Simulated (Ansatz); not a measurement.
Geometry optimisation, Ansatz, RKS PBE-D4/def2-SVP.

Input:

```yaml
crystal:
  periodic: [false, false, false]
  atoms:
    - { symbol: Al, position_ang: [0.0, 0.0, 0.0] }
    - { symbol: O, position_ang: [0.0, 0.0, 2.13] }
    - { symbol: H, position_ang: [-0.9095, -0.2814, 2.4671] }
    - { symbol: H, position_ang: [1.351, 0.0, -0.78] }
    - { symbol: O, position_ang: [-1.5415, 0.0, -0.89] }
    - { symbol: H, position_ang: [-2.0512, -0.8467, -0.6815] }
    - { symbol: H, position_ang: [0.0834, 1.7631, 0.5865] }
    - { symbol: H, position_ang: [0.0646, 1.3656, 1.5323] }
basis:
  gaussian: { orbitals: def2-SVP }
hamiltonian:
  xc: pbe
  dispersion: d4
relax:
  f_tol: 0.15
  max_steps: 25
  restrain:
    - { distance: [0, 6], at: 2.76, k: 30.0 }
    - { distance: [7, 1], at: 2.21, k: 30.0 }
    - { distance: [0, 1], at: 1.78, k: 30.0 }
    - { distance: [7, 6], at: 0.66, k: 30.0 }
```

Launched with:

```bash
$ ansatz run input.yaml --threads 1 --pin off --max-ram 2048MiB --backend cpu --events-out ev --progress --plain --runs-dir out
```

Task: Where does it end, and by what steps?

Result: The run converged. The restraints hold the end off the free minimum. After 9 steps the energy has fallen by 1.502 eV (the restraints' own energy left out); H7 moved furthest, 0.67 Å. Joined: H7–H8 (1.03 → 0.72 Å).

| step | energy less start (eV) | largest force component (eV/Å) | accepted |
| --- | --- | --- | --- |
| 0 | 0.0000 | 1.839 | yes |
| 1 | -0.4360 | 2.329 | yes |
| 2 | -0.7813 | 1.997 | yes |
| 3 | -1.1870 | 1.686 | yes |
| 4 | -1.4334 | 1.238 | yes |
| 5 | -1.4715 | 0.578 | no |
| 6 | -1.4659 | 1.370 | yes |
| 7 | -1.4870 | 1.502 | yes |
| 8 | -1.5005 | 1.532 | yes |
| 9 | -1.5023 | 1.539 | yes |

```xyz
8
Properties=species:S:1:pos:R:3
Al 0.011 -0.272 0.093
O -0.013 -0.334 1.849
H -0.818 -0.473 2.374
H 1.407 -0.160 -0.632
O -1.383 -0.412 -0.897
H -2.296 -0.540 -0.599
H 0.051 2.378 0.861
H 0.039 1.814 1.315
```

The run took 6.5 s on 1 thread of AMD EPYC 9R45 96-Core Processor (Zen 5), with other jobs on the host, peak memory 0.14 GiB.
